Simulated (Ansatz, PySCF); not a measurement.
Constitutional and geometric isomers with formula C3H4. All species are isolated molecules in the gas phase. Strings in code marks are SMILES.

Quantity: vertical ionisation energy (energy after one electron is removed minus that of the parent at the parent's geometry), in eV.

Level 1: PBE-D3(BJ)/def2-TZVP // B3LYP-D3(BJ)/def2-TZVP (PySCF)
Level 2: B3LYP/6-31G* // B3LYP-D3(BJ)/def2-TZVP (PySCF)
Level 3: minus the HOMO energy of SVWN5/6-31G* // B3LYP-D3(BJ)/def2-TZVP (PySCF)
Level 4: HF/cc-pVTZ // B3LYP-D3(BJ)/def2-TZVP (Ansatz, an electronic-structure program)

```
species   level 1     level 2     level 3  level 4
--------  -------  ----------  ----------  -------
`C1=CC1`     9.73  (withheld)  (withheld)     8.53
`C=C=C`     10.02  (withheld)        6.32     8.71
`C#CC`      10.24       10.10        6.18     8.99
```

Problem. What belongs in the gaps?

Solution. 
- `C1=CC1`, level 2: 9.63
- `C1=CC1`, level 3: 5.90
- `C=C=C`, level 2: 9.88
